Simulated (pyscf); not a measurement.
Structures and frequencies: ωB97X-D3(BJ)/def2-SVP in PySCF.

Task: Estimate the classical barrier height and the reaction energy of S=Ge=S (SMILES [S]=[Ge]=[S]) + H₂ (SMILES [H][H]) → S=Ge: (SMILES [S]=[Ge]) [singlet] + H₂S (SMILES S) at ωB97M-D3(BJ)/def2-TZVP. The step runs on the singlet surface, breaks Ge–S, H–H and forms H–S, H–S; take the separated reactants as zero.

Result: ΔE‡ = 2.05 eV, ΔE = -0.52 eV. Zero-point energy shifts the barrier by +0.02 eV. It is a concerted two-bond exchange, with an imaginary mode of 972i cm⁻¹. On the product side the descent ends in a complex, 0.25 eV under the separated species and 2.73 eV under the saddle at ωB97X-D3(BJ)/def2-TZVP. At ωB97X-D3(BJ)/def2-TZVP the barrier from the zero used here is 2.25 eV. This is the saddle that the search found; another between the same sides may lie lower. Elements up to Kr have no core potential and no relativistic terms here.
